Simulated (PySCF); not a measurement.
## Reading a saddle point

A first-order saddle point of Si2H8S, singlet, PBE0-D4/def2-TZVP, with one imaginary mode of 1059i cm⁻¹:

```
11
angstrom
Si -1.0290 -0.5080 0.2514
Si 0.5718 0.9485 -1.0141
H -0.6627 -1.5638 -0.7686
H -2.5282 -0.6640 0.1800
H -0.9827 0.5837 1.2922
H 0.8409 -0.4112 0.3118
S 0.6741 -1.6176 1.4012
H -0.5426 1.6225 -1.7504
H 1.4617 0.3215 -2.0285
H 1.2907 2.0048 -0.2497
H 0.9059 -0.7163 2.3746
```

Computed with PySCF 2.14 with density fitting (its default auxiliary sets; JK sets also for MP2 and CCSD(T)) (basis: def2-TZVPP and def2-QZVPP); correlated methods freeze the cores. Extrapolation: Hartree–Fock as exp(−7.88 √X), correlation as X^−2.97.

**Question.** Which contacts change along the imaginary mode, and what lies on either side? (Judge from chemistry; the calculation decides.)

**Answer.** By the calculation: The step is Si₂H₆ ([SiH3][SiH3]) + H₂S → SiH₄S ([SiH3][SH]) + SiH₄, with the molecules in contact on both sides. Shortening one way: Si1–S7, Si2–H6; lengthening the same way: Si1–Si2, H6–S7.
| pair | one side (Å) | saddle (Å) | other side (Å) |
| --- | --- | --- | --- |
| Si1–S7 | 3.65 | 2.34 | 2.14 |
| Si2–H6 | 3.54 | 1.92 | 1.48 |
| Si1–Si2 | 2.35 | 2.51 | 4.06 |
| H6–S7 | 1.34 | 1.63 | 3.45 |

**Question.** Which side is lower, and how far does the saddle lie above each? (To be estimated.)

**Answer.** By the calculation: The side with Si1–S7, Si2–H6 short is lower by 50.2 kJ/mol; the saddle lies 312.1 kJ/mol above it and 261.9 kJ/mol above the other (CCSD(T) at an estimated basis limit (MP2 extrapolated from triple and quadruple zeta, plus CCSD(T) − MP2 in triple zeta); electronic energies).

T1 diagnostic: at most 0.014.

Labels in which every atom is bracketed show which atoms are joined, not bond orders.

For scale, one of the runs: CCSD(T)/def2-TZVPP, 238 basis functions, launched by `OMP_NUM_THREADS=4 python run.py`. Hardware: 4 CPU threads of an Arm Neoverse V2, shared host. Wall time 11 min; peak host memory 3.6 GiB.
